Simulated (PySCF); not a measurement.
Spin states of HF

Unrestricted PBE0; H def2-TZVP, F def2-TZVP; no relativity (PySCF 2.14). Outer shells of the fragments: H 1s1; F 2s2 2p5.

Followed along the bond (rough minima from three points):

```
2Ms+1  unpaired  ⟨S²⟩ at the start  R at minimum (Å)  Te (eV)
    1      none               0.00              0.92     0.00
```

Solutions found at the starting distance of 0.935 Å, counted from the lowest of them; the search is not exhaustive and high or unbound solutions are not listed, so other states can lie among these:

```csv
2Ms+1,unpaired,term,E (eV),⟨S²⟩,⟨Lz²⟩,μ (D)
1,none,¹Σ⁺,0.00,0.00,0.00,-1.95
3,"σ ↑, π ↑",³Π,9.86,2.00,1.00,2.50
```

A term symbol is given only where ⟨S²⟩ and ⟨Lz²⟩ are close to those of a pure state; real π, δ and φ orbitals otherwise mix terms. A positive dipole means H(−)F(+).

Counting both spins, an empty level lies below a filled one in some of these solutions, because spin and occupation are held.
